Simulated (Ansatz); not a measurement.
Results of the Gaussian-basis code of Ansatz.

A structure relaxed at PBE0-D4/def2-TZVP, charge 0, multiplicity 1:

```xyz
5

Cl    1.106    1.054   -1.283
Si   -0.005   -0.104   -0.041
Cl    0.851   -0.139    1.799
Cl   -1.880    0.660    0.100
H    -0.072   -1.471   -0.575
```

Question: Give its formula and SMILES.

Answer: Cl3HSi, `Cl[SiH](Cl)Cl` (trichlorosilane).

Question: Point group (tolerance 0.08 Å, 0.16 Å for H)?

Answer: C3v.

Question: Summarise the bond lengths by kind.

Answer: 3 × Cl–Si 2.030 Å; 1 × H–Si 1.469 Å.
